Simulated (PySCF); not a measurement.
## Magnetisability: (LiH)2 ring

Geometry:
| atom | x (Å) | y (Å) | z (Å) |
| --- | --- | --- | --- |
| Li1 | 0.748 | 0.468 | -0.657 |
| H2 | -0.711 | 1.058 | -0.059 |
| Li3 | -0.749 | -0.468 | 0.656 |
| H4 | 0.712 | -1.057 | 0.060 |

Theory: PySCF 2.14.0, GIAO B97-2/def2-SVP magnetisability, rotational g tensor and spin-rotation constants, non-relativistic, gas phase. Geometry: GFN2-xTB.

The bonding changed while the geometry was optimised; results refer to the coordinates, not to the name.

Task: What are the magnetisability and the molar susceptibility?

Result: Isotropic -152 × 10⁻³⁰ J/T², or -9.2 × 10⁻⁶ cm³/mol; principal values -237, -128, -93 × 10⁻³⁰ J/T², anisotropy 130 × 10⁻³⁰ J/T² (root of half the summed squared differences of the principal values). The susceptibility is in cgs units.

Task: Split it along the inertial axes a, b, c into diamagnetic and paramagnetic parts about the centre of mass, with the quadrupole moment.

Result: 
```
axis  χ (10⁻⁶ cm³/mol)  diamagnetic (10⁻⁶ cm³/mol)  paramagnetic (10⁻⁶ cm³/mol)  summed x² of all electrons (Å²)  quadrupole Θ (D Å)
   a              -5.6                       -38.8                         33.2                              6.8              +16.18
   b             -14.2                       -36.8                         22.6                              7.3              -16.07
   c              -7.7                       -60.0                         52.3                              1.8               -0.11
```
Anisotropies 2χaa − χbb − χcc = +10.8 and 2χbb − χaa − χcc = -15.2 × 10⁻⁶ cm³/mol. Θ is traceless in Buckingham's convention.

Task: And the rotational g tensor?

Result: 
| axis | rotational constant (GHz) | g | nuclear part | electronic part |
| --- | --- | --- | --- | --- |
| a | 153.9953 | -1.4043 | 0.9995 | -2.4038 |
| b | 29.7527 | +0.1152 | 0.4307 | -0.3155 |
| c | 24.9351 | -0.0902 | 0.5228 | -0.6130 |

Asymmetric top; isotopes 1H, 7Li; no vibrational averaging.
